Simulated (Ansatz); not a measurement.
The input, for Ansatz 0.2.0:

```yaml
crystal:
  periodic: [false, false, false]
  atoms:
    - {symbol: Li, position_ang: [0.000000, -0.071305, 2.094426]}
    - {symbol: Be, position_ang: [0.000000, -0.111010, -1.591440]}
    - {symbol: H, position_ang: [0.000000, 1.483583, -0.193530]}
basis:
  gaussian: {orbitals: cc-pVTZ}
magnetization: {spin_polarized: true, initial_magnetization: 2}
hamiltonian: {xc: {name: r2SCAN0}}
```

```sh
$ ansatz run in.yaml --threads 1 --pin off --events-out ev --progress --plain --max-ram 2393MiB
```

Roughly how long does this take on 1 thread of Arm Neoverse V2, shared host, and how much host memory?

3.4 s wall and 0.19 GiB.

```
350 factors; their error is unknown
mean field evaluation 1: about -616.3101 eV, gradient 6.7e0 eV
mean field evaluation 2: about -616.2977 eV, gradient 7.0e0 eV
mean field evaluation 4: about -617.1424 eV, gradient 4.8e-1 eV
mean field evaluation 8: about -617.1386 eV, gradient 1.0e-1 eV
mean field evaluation 16: about -617.1392 eV, gradient 3.3e-4 eV
mean field -617.13921957 eV, -22.6794480071 hartree, gradient 3.3e-5 eV, S^2 2.038551; 4 other end points of the search recorded, 0 dependent functions left out
reference -617.13924179 eV, -22.6794488238 hartree; 5, 3 occupied and 69, 71 virtual orbitals, 350 factors
Total energy: -617.13924179 eV, -22.6794488238 hartree
```
